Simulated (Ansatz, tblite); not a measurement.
**The cluster CuAg4+: rung by rung**

The task here is to estimate one member of a computed series from the others.

Method: as each input shows; program: Ansatz 0.2.0, Gaussian basis.

The runs, in order: GFN1-xTB, GFN2-xTB, PBE-D4/def2-TZVP, r2SCAN-D4/def2-TZVP, B2PLYP/def2-TZVP, ωB97M-V/def2-TZVP, r2SCAN0-D4/def2-TZVP, PBE-D4/def2-SVP, PBE0-D4/def2-SVP, CCSD(T)/def2-SVP, MP2/def2-TZVP.

7 further runs of the same task are left out: 7 set aside as unsound or not needed. Runs told in other sessions of the task aren't counted.

## The geometry

The singlet was relaxed beforehand with PBE-D4/def2-SVP. At that level it is the lowest of the isomers that a small search found.

5 atoms, charge 1, spin multiplicity 1.

Bond lengths: Ag1–Ag3 2.761 Å, Ag1–Cu5 2.452 Å, Ag2–Ag3 2.748 Å, Ag2–Ag4 2.639 Å, Ag3–Ag4 2.748 Å, Ag3–Cu5 2.525 Å. Angles: Ag3–Ag1–Cu5 57.6°, Ag3–Ag2–Ag4 61.3°, Ag1–Ag3–Ag2 142.7°, Ag1–Ag3–Ag4 141.1°, Ag1–Ag3–Cu5 55.1°, Ag2–Ag3–Ag4 57.4°, Ag2–Ag3–Cu5 139.4°, Ag4–Ag3–Cu5 141.0°, Ag2–Ag4–Ag3 61.3°, Ag1–Cu5–Ag3 67.4°.

Geometry (Å):

```
Ag    1.5309   -2.3242    0.0920
Ag   -2.3963    1.0479    0.7642
Ag    0.0215   -0.0145    0.0053
Ag   -1.5553    1.4490   -1.7052
Cu    2.3993   -0.1582    0.8438
```

Ag takes a core potential in the def2 sets. No spin-orbit coupling is included. The ion is computed in the gas phase, without counter-ions or solvent.

PBE0-D4/def2-TZVP was run before; its log isn't repeated, and its numbers join the tables.

The first run:

Tight binding, by tblite at 300 K electronic temperature and without a spin-polarisation term:

```python
tblite.interface.Calculator('GFN1-xTB', numbers, positions, charge=1, uhf=0).singlepoint()
```

Tight binding, by tblite at 300 K electronic temperature and without a spin-polarisation term:

```python
tblite.interface.Calculator('GFN2-xTB', numbers, positions, charge=1, uhf=0).singlepoint()
```

start.molden holds the orbitals of an earlier run on this state, given as this run's starting guess.

in.yaml reads:

```yaml
crystal:
  periodic: [false, false, false]
  atoms:
    - {symbol: Ag, position_ang: [1.530894, -2.324238, 0.091961]}
    - {symbol: Ag, position_ang: [-2.396314, 1.047896, 0.764168]}
    - {symbol: Ag, position_ang: [0.021451, -0.014500, 0.005252]}
    - {symbol: Ag, position_ang: [-1.555303, 1.449015, -1.705219]}
    - {symbol: Cu, position_ang: [2.399272, -0.158183, 0.843829]}
basis:
  gaussian: {orbitals: def2-TZVP, initial_orbitals: start.molden}
total_charge: 1
hamiltonian: {xc: pbe, dispersion: d4}
scf: {omitted_lower_state_checks: [starts]}
output: {forces: true, orbitals: {seedname: orbitals}}
```

Run with:

```console
$ ansatz run in.yaml --threads 4 --pin off --events-out ev --progress --plain --max-ram 4787MiB
```

Among the steps run: PBE-D4/def2-TZVP; r2SCAN-D4/def2-TZVP; B2PLYP/def2-TZVP; ωB97M-V/def2-TZVP; r2SCAN0-D4/def2-TZVP; PBE-D4/def2-SVP; PBE0-D4/def2-SVP; CCSD(T)/def2-SVP; MP2/def2-TZVP.

One of the session's tables, all rows but one given; the rest of the session is left out.

It belongs to the step «Levels side by side». 

| level | HOMO (eV) | LUMO (eV) | gap (eV) |
| --- | --- | --- | --- |
| PBE-D4/def2-SVP | -9.27 | -7.18 | 2.09 |
| PBE-D4/def2-TZVP | -9.53 | -7.26 | 2.27 |
| r2SCAN-D4/def2-TZVP | -9.49 | -6.98 | 2.51 |
| PBE0-D4/def2-SVP | -9.88 | -6.26 | 3.62 |
| PBE0-D4/def2-TZVP | -9.99 | -6.31 | 3.68 |
| r2SCAN0-D4/def2-TZVP | -9.98 | -6.16 | 3.82 |
| ωB97M-V/def2-TZVP | ? | ? | ? |

Q: Estimate the row for ωB97M-V/def2-TZVP from the others.

The run gave: HOMO (eV): -11.58; LUMO (eV): -4.61; gap (eV): 6.97. In the column «HOMO (eV)» it is the lowest.
